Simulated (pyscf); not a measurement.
Thermochemistry of product channels of O=Mo(=O)=O + CH₄ on the singlet surface, in kJ/mol, from ωB97M-D3(BJ)/def2-TZVP energies (ideal gas, 1 atm, RRHO with modes under 100 cm⁻¹ raised to 100, one conformer, R ln 2 for chiral ones without a mode under 150 cm⁻¹). Optimised with ωB97X-D3(BJ)/def2-SVP in PySCF.

```json
[
 {"products": "H₃C–Mo(=O)(=O)–OH", "ΔE": "-203.9", "ΔH(298 K)": "-201.4", "ΔG(600 K)": "-130.0", "ΔG(900 K)": "-98.6"},
 {"products": "H₃C–O–MoH(=O)=O", "ΔE": "-120.8", "ΔH(298 K)": "-118.1", "ΔG(600 K)": "-47.3", "ΔG(900 K)": "-14.2"}
]
```

The channel to H₃C–O–MoH(=O)=O turns unfavourable between 298 and 1200 K (ΔG from -82.5 kJ/mol to +17.2 kJ/mol).

These are energies of the channels, which say nothing of barriers. Elements past Kr carry the def2 core potentials, without spin-orbit coupling.
